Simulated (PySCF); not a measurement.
Compound: C4H11OP.
InChI=1S/C4H11OP/c1-3-6(5)4-2/h6H,3-4H2,1-2H3

Torsions of this conformer, `[CH3:1][CH2:2][PH:3](=[O:4])[CH2:5][CH3:6]`: C1–C2–P3–O4 -175°, C2–P3–C5–C6 175°.

The closed-shell ground state was solved at several levels (PySCF, density fitting, gas phase, non-relativistic). Isolated species at its PBE0-D3(BJ)/def2-SVP geometry (one conformer only).

| level | basis functions | total energy (Eh) | HOMO (eV) | LUMO (eV) | gap (eV) | dipole (D) |
| --- | --- | --- | --- | --- | --- | --- |
| KT2/pcSseg-1 | 164 | -582.2609 | -6.13 | 0.03 | 6.16 | 3.95 |
| PBE0/pcSseg-1 | 164 | -575.1983 | -7.47 | 1.00 | 8.47 | 4.24 |
| B3LYP/pcSseg-1 | 164 | -575.6338 | -7.20 | 0.70 | 7.90 | 4.20 |
| mPW1PW91/pcSseg-1 | 164 | -575.5679 | -7.51 | 1.03 | 8.54 | 4.26 |
| B97-D/pcSseg-1 | 164 | -575.4394 | -5.99 | 0.32 | 6.31 | 4.06 |

**Question.** What might KT3/pcSseg-1 (164 basis functions) give for the same quantities?

**Answer.** Total energy -581.7332 Eh, HOMO -6.11 eV, LUMO 0.08 eV, gap 6.19 eV, dipole 3.93 D.

**Question.** Over all these levels, which gives the widest orbital gap and which the narrowest?

**Answer.** mPW1PW91/pcSseg-1 (global hybrid, 25 % exact exchange) has the widest, 8.54 eV, and KT2/pcSseg-1 (GGA) the narrowest, 6.16 eV. From the narrowest to the widest the HOMO moves by -1.38 eV and the LUMO by +1.00 eV.

**Question.** In the pcSseg-1 basis, how does the gap go with the fixed share of exact exchange?

**Answer.** KT2 (0 %) 6.16 eV; KT3 (0 %) 6.19 eV; B97-D (0 %) 6.31 eV; B3LYP (20 %) 7.90 eV; PBE0 (25 %) 8.47 eV; mPW1PW91 (25 %) 8.54 eV. Each rise in the share widens the gap here.

**Question.** How far do the dipole and the HOMO energy spread over the levels?

**Answer.** The dipole runs from 3.93 to 4.26 D (mean 4.11 D) and the HOMO from -7.51 to -5.99 eV.

B97-D is run here without its empirical dispersion term; that term would change no orbital, density or response property at a fixed geometry.
